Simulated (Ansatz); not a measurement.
C2H4Si⁺, that is Si(CCH)H3 with one electron fewer. Charge 1, multiplicity 2. Geometry PBE0-D4/def2-TZVP, that of the neutral singlet; atoms count from 1.

Cartesian coordinates in Å:
```
Si 1.042 0.146 0.183
C -0.738 -0.104 -0.123
C -1.914 -0.268 -0.334
H -2.953 -0.414 -0.519
H 1.804 -0.224 -1.035
H 1.471 -0.708 1.317
H 1.289 1.571 0.511
```

(1) Estimate the Mulliken populations from the PBE0/def2-TZVP orbitals of Ansatz.

(2) Where does the spin sit?

(3) And the Mayer bond orders between heavy atoms (over 0.3)?

Answers

(1) 
```csv
atom,charge (e),spin (α − β)
Si1,0.24,0.01
C2,0.05,0.34
C3,0.10,0.47
H4,0.28,-0.02
H5,0.14,0.13
H6,0.10,0.03
H7,0.10,0.04
```
Mulliken values depend strongly on the basis.

(2) Summed by element: Si 0.01, C 0.81, H 0.19, of 1 unpaired in all. Largest on single atoms: C3 0.47, C2 0.34, H5 0.13.

(3) Si1–C2 1.02 (1.82 Å); C2–C3 2.24 (1.21 Å).
